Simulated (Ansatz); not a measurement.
1T (CdI2-type) CdI₂ was calculated with PBEsol in Ansatz (PAW).

Run with plane-wave cutoff 520 eV, 12×12×6 k mesh (along the axes of the cell as run), perturbation theory, scalar-relativistic PAW data made under PBE.

The cell has the measured lattice parameters. Conventional cell: a = 4.2440 Å, b = 4.2440 Å, c = 6.8590 Å, α = 90.00°, β = 90.00°, γ = 120.00°.

Harmonic phonon frequencies (cm⁻¹; i marks an imaginary mode; at Γ without the LO shift):

```json
[
 {"q point": "Γ", "frequencies": "0 0 0 56 56 85 85 106 132"},
 {"q point": "M", "frequencies": "38 42 51 67 75 97 103 106 132"},
 {"q point": "K", "frequencies": "35 59 59 77 77 96 98 116 116"},
 {"q point": "A", "frequencies": "13 13 24 51 51 87 87 104 144"}
]
```

No imaginary mode appears at these points.

Note: the cell isn't this level's own, so it is under some stress, which shifts stiffness and frequencies.

Ansatz is a program for electronic structure.
